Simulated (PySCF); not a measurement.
1,3,4-Thiadiazole, C2H2N2S, SMILES c1nncs1, point group C2v.

Level: PBE0/pcSseg-1 in PySCF (density fitting, grid level 2); geometry and Hessian at that level, cubic constants and property derivatives from steps of ±0.6 along each species' dimensionless normal coordinates, second-order vibrational perturbation theory. The parent has the commonest isotopes.

Equilibrium geometry (Å):

| atom | x | y | z |
| --- | --- | --- | --- |
| C1 | 1.1746 | -0.1199 | -0.0658 |
| N2 | 0.6620 | 0.9700 | -0.5399 |
| N3 | -0.6883 | 1.0020 | -0.4296 |
| C4 | -1.1679 | -0.0644 | 0.1255 |
| S5 | 0.0208 | -1.2346 | 0.5752 |
| H6 | 2.2411 | -0.3196 | -0.0694 |
| H7 | -2.2290 | -0.2138 | 0.2958 |

Q: How much do zero-point and thermal motion change the parent's shieldings?

A: 
| atom | σe (ppm) | anharmonic part, 0 K | harmonic part, 0 K | Δσ at 0 K | Δσ at 300 K | Δσ at 1000 K |
| --- | --- | --- | --- | --- | --- | --- |
| C1 | 31.86 | -1.76 | -1.78 | -3.54 | -3.74 | -5.94 |
| N2 | -155.11 | -3.58 | -4.78 | -8.37 | -8.73 | -14.65 |
| S5 | 221.63 | -8.83 | -13.40 | -22.24 | -23.72 | -43.69 |
| H6 | 22.69 | -0.12 | -0.32 | -0.44 | -0.45 | -0.60 |

Q: And the bond lengths, in the parent and with ²H at 6?

A: 
```tsv
bond	re (Å)	⟨r⟩ at 0 K	between mean positions	⟨r⟩, labelled
C1–N2	1.2943	1.3007	1.2983	1.3006
N2–N3	1.3552	1.3627	1.3609	1.3627
C4–S5	1.7276	1.7355	1.7345	1.7357
C1–H6	1.0850	1.1048	1.0880	1.0996
```

Q: What are the dipole moments?

A: 3.361 D at equilibrium; averaged at 0 K: parent 3.308 D; ²H at 6 3.311 D; ³⁴S at 5 3.308 D; ²H at 6, ²H at 7 3.313 D; ¹⁵N at 2 3.308 D; ¹³C at 1 3.309 D. Measured: 3.28 D (NIST CCCBDB Release 22 (SRD 101), experimental dipoles).

The study (229 SCF points, 102 basis functions) took 33 min on 1 thread of Intel Xeon Platinum 8375C @ 2.90GHz, on a host shared with other jobs (rough), peak memory 0.59 GiB, launched as `OMP_NUM_THREADS=1 python ens_run.py task.json out`.
